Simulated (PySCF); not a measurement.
**One molecule, many functionals**

C5H5N.
Bonds: N1–C2 (triple), C2–C3, C3–C4 (double), C4–C5, C5–C6, C3–C6. Hydrogens: H7 on C4; H8, H9 on C5; H10, H11 on C6.

Linear-response calculations in the def2-SVPD basis (PySCF; singlets by full response, triplets Tamm–Dancoff, core orbitals frozen in the response; HF means time-dependent Hartree–Fock). 'Strongest' is the level of largest summed f among the singlets computed (10 roots, of which the last may lack a degenerate partner); it can jump between rows when another state enters that window. S1 is the lowest singlet of each run and needn't be the same state throughout; f(S1) is that of one state. Isolated species at its PBE0-D3(BJ)/def2-SVP geometry, gas phase.

| functional | kind | S1 (eV) | f(S1) | strongest (eV) | T1 (eV) | HOMO (eV) | gap (eV) | ionisation energy, ΔSCF (eV) |
| --- | --- | --- | --- | --- | --- | --- | --- | --- |
| LDA | LDA | 5.74 | 0.000 | 5.74 | 3.73 | -6.94 | 4.30 | 10.02 |
| PBE | GGA | 5.75 | 0.288 | 5.75 | 3.55 | -6.76 | 4.34 | 9.78 |
| B3LYP | global hybrid, 20% exact exchange | 5.87 | 0.297 | 5.87 | 3.54 | -7.63 | 5.94 | 9.89 |
| PBE0 | global hybrid, 25% exact exchange | 5.96 | 0.303 | 5.96 | 3.48 | -7.85 | 6.37 | 9.88 |
| BHandHLYP | global hybrid, 50% exact exchange | 6.03 | 0.300 | 6.03 | 3.43 | -8.79 | 8.39 | 9.79 |
| CAM-B3LYP | range-separated hybrid | 6.01 | 0.303 | 6.01 | 3.53 | -9.11 | 8.76 | 9.97 |
| wB97X-D | range-separated hybrid | 6.02 | 0.307 | 6.02 | 3.61 | -9.64 | 9.93 | 9.93 |
| LC-wPBE | range-separated hybrid | 6.19 | 0.312 | 6.19 | 3.45 | -10.45 | 11.22 | 10.08 |

What does HF (Hartree–Fock) give?

S1 (eV) 6.07, f(S1) 0.285, strongest (eV) 6.07, T1 (eV) 3.02, HOMO (eV) -10.19, gap (eV) 12.51, ionisation energy, ΔSCF (eV) not settled. S1 runs from 5.74 eV (LDA) to 6.19 eV (LC-wPBE), a spread of 0.46 eV, while the orbital gap spreads over 8.2 eV. Along PBE (0%), B3LYP (20%), PBE0 (25%), BHandHLYP (50%), HF (100%) S1 rises with the share of exact exchange. −ε(HOMO) comes closest to its own ΔSCF ionisation energy with wB97X-D (-0.29 eV) and misses most with LDA (-3.08 eV). 'Not settled' means that the ion's SCF failed to converge or may have ended in another state than the lowest.
